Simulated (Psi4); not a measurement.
Psi4 input (wB97X-D/6-311+G**):

```
memory 1500 MB

molecule {
-1 1
C     0.00000034   -0.00879282    0.11429267
C     0.00063634    0.06997282    1.38676583
C    -0.00016681    0.04932928   -1.23370407
H    -0.00240573   -0.82834392    2.00699519
H     0.92338430    0.07933898   -1.80581793
H    -0.92379778    0.08594923   -1.80530386
symmetry c1
no_reorient
no_com
}

set {
  basis 6-311+G**
  reference rks
  scf_type pk
  dft_radial_points 99
  dft_spherical_points 590
  e_convergence 1e-8
  d_convergence 1e-7
  maxiter 150
}

e = energy('wb97x-d')
print_out(f'\nFINAL {e:.10f} DIPOLE {variable("CURRENT DIPOLE")[0]:.6f} {variable("CURRENT DIPOLE")[1]:.6f} {variable("CURRENT DIPOLE")[2]:.6f}\n')
```

From the last part of the output:

```
    One-Electron Energy =                -264.5754127906245685
    Two-Electron Energy =                 107.4669330199994590
    DFT Exchange-Correlation Energy =     -11.9139353952710803
    Empirical Dispersion Energy =          -0.0007350902914581
    VV10 Nonlocal Energy =                  0.0000000000000000
    Total Energy =                       -116.0172645786844896

Computation Completed

Properties will be evaluated at   0.000000,   0.000000,   0.000000 [a0]

Properties computed using the SCF density matrix

 Multipole Moments:

 ------------------------------------------------------------------------------------
     Multipole            Electronic (a.u.)      Nuclear  (a.u.)        Total (a.u.)
 ------------------------------------------------------------------------------------

 L = 1.  Multiply by 2.5417464519 to convert [e a0] to [Debye]
 Dipole X            :         -0.0025020            0.0000000           -0.0025020
 Dipole Y            :         -0.6376403           -0.0000001           -0.6376403
 Dipole Z            :         -0.7909616           -0.0000000           -0.7909617
 Magnitude           :                                                    1.0159783

 ------------------------------------------------------------------------------------

FINAL -116.0172645787 DIPOLE -0.002502 -0.637640 -0.790962

*** Psi4 exiting successfully. Buy a developer a beer!
```

The dipole moment of an ion depends on the origin.
